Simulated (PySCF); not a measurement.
These are PySCF 2.14.0 with PBE0-D4/def2-TZVP values and carry that method's errors. Isolated molecules, 0 K electronic values unless said otherwise. 

Reference species (SMILES): `[Cl]` (neutral, multiplicity 2).

```json
{
  "highest_occupied_spin_orbital": "-9.54 eV"
}
```

Changed species: `[Ga]([Cl])[Cl]` (radical fragment; the reference has radical fragment).

Q: Predict the effect on the highest occupied spin orbital.

A: the highest occupied spin orbital rises by 2.46 eV, to -7.08 eV.
